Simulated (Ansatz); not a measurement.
Input file:

```yaml
crystal:
  periodic: [false, false, false]
  atoms:
    - {symbol: Si, position_ang: [0.000000, 0.000000, 0.000000]}
    - {symbol: C, position_ang: [0.000000, 0.000000, 1.635786]}
basis:
  gaussian: {orbitals: def2-SVP}
magnetization: {spin_polarized: true, initial_magnetization: 2}
hamiltonian: {xc: {name: PBE0}}
correlation: {method: ccsd_t, electrons: outside_noble_gas, diis_vectors: 1}
```

```sh
$ ansatz run in.yaml --threads 1 --pin off --events-out ev --progress --plain --max-ram 2176MiB
```

Output:

```
310 factors; integrals over basis functions are off by at most 8.4e-4 eV
mean field evaluation 1: about -8894.1544 eV, gradient 2.9e1 eV
mean field evaluation 2: about -8894.1776 eV, gradient 2.9e1 eV
mean field evaluation 4: about -8899.7584 eV, gradient 3.5e0 eV
mean field evaluation 8: about -8899.9941 eV, gradient 3.6e-1 eV
mean field evaluation 16: about -8900.0006 eV, gradient 2.4e-4 eV
mean field evaluation 32: about -8893.6885 eV, gradient 1.0e1 eV
mean field evaluation 64: about -8899.9942 eV, gradient 2.9e-1 eV
mean field -8900.00064534 eV, -327.0689910792 hartree, gradient 3.7e-6 eV, S^2 2.033497; 4 other end points of the search recorded, 0 dependent functions left out
6 core orbitals not correlated: weight in the atoms' cores, before any rotation towards them, 1.000 or more for the frozen orbitals, at most 0.000 for the correlated occupied ones
reference -8883.62118766 eV, -326.4670571118 hartree; 5, 3 occupied and 21, 23 virtual orbitals, 310 factors
second order -4.63165550 eV of doubles, -0.16570374 eV of singles
cycle   1  -4.92542039 eV  change   -1.3e-1 eV  update   8.4e-2
cycle   2  -5.14570140 eV  change   -2.2e-1 eV  update   3.0e-2
cycle   3  -5.17152331 eV  change   -2.6e-2 eV  update   1.6e-2
cycle   4  -5.21650178 eV  change   -4.5e-2 eV  update   9.3e-3
cycle   5  -5.21408786 eV  change    2.4e-3 eV  update   5.9e-3
cycle   6  -5.22278814 eV  change   -8.7e-3 eV  update   3.7e-3
cycle   7  -5.22000998 eV  change    2.8e-3 eV  update   2.6e-3
cycle   8  -5.22311171 eV  change   -3.1e-3 eV  update   1.5e-3
cycle   9  -5.22187808 eV  change    1.2e-3 eV  update   1.1e-3
cycle  10  -5.22302141 eV  change   -1.1e-3 eV  update   6.5e-4
cycle  11  -5.22262325 eV  change    4.0e-4 eV  update   4.6e-4
cycle  12  -5.22309842 eV  change   -4.8e-4 eV  update   3.0e-4
cycle  13  -5.22295557 eV  change    1.4e-4 eV  update   2.1e-4
cycle  14  -5.22316702 eV  change   -2.1e-4 eV  update   1.3e-4
cycle  15  -5.22311114 eV  change    5.6e-5 eV  update   8.8e-5
cycle  16  -5.22319185 eV  change   -8.1e-5 eV  update   5.8e-5
cycle  17  -5.22317404 eV  change    1.8e-5 eV  update   4.1e-5
cycle  18  -5.22321168 eV  change   -3.8e-5 eV  update   2.7e-5
cycle  19  -5.22320369 eV  change    8.0e-6 eV  update   1.8e-5
cycle  20  -5.22321874 eV  change   -1.5e-5 eV  update   1.1e-5
cycle  21  -5.22321592 eV  change    2.8e-6 eV  update   7.9e-6
perturbative correction -0.28323402 eV, -0.0104086584 hartree
Total energy: -8889.12763761 eV, -326.6694154149 hartree
```

Ran on 1 thread of Intel Xeon 6975P-C, shared host: 1.2 s wall, 0.1 GiB peak host memory.
